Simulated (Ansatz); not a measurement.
# SbH2⁺, singlet in def2-SVP: errors against full CI

Geometry: a point of a bend scan, not a stationary point.

```yaml
atoms:
  - { symbol: Sb, position_ang: [0.0000, -0.0097, 0.0000] }
  - { symbol: H, position_ang: [0.0000, 0.5831, -1.6024] }
  - { symbol: H, position_ang: [0.0000, 0.5831, 1.6024] }
```

Basis def2-SVP with its core potentials; Ansatz 0.2.0. Only valence electrons are correlated (noble-gas cores and the filled d shells of p-block atoms frozen), which leaves 6 electrons in 27 orbitals. Prefix R: restricted or restricted open-shell reference. Active spaces: valence = (6e, 6o) chosen from the atoms' valence shells. No spin–orbit coupling is included; scalar relativity enters through the core potentials alone.

Full CI is exact within this basis and frozen core; it isn't the basis-set limit.

```
UHF ⟨S²⟩                          : 0.774
T1 diagnostic (RCCSD)             : 0.0158
largest doubles amplitude (RCCSD) : 0.131
```

**Question.** From what is known of these methods and the diagnostics, rank them by the size of their error in total energy against full CI in def2-SVP, smallest first (an estimate: the text doesn't fix the numbers).
A. MRCISD+Q(relaxed) (valence space)
B. RCCSD
C. RHF
D. RCCSDT
E. CASSCF (valence space)

**Answer.** D (0.10 kcal/mol), A (0.49 kcal/mol), B (2.00 kcal/mol), E (32.22 kcal/mol), C (69.80 kcal/mol).

All errors are against full CI in def2-SVP. Below it: MRCISD+Q(relaxed) (valence space). Within each family the higher level lies nearer, as is usual though not guaranteed.

The full-CI state has the irrep A1 of C2v, in the program's axes.

Natural occupations of full CI about the gap: 1.958 1.939 1.872 0.085 0.063 0.036 0.009 0.007 0.007 0.006; effectively unpaired electrons, Σ n²(2−n)², 0.13.
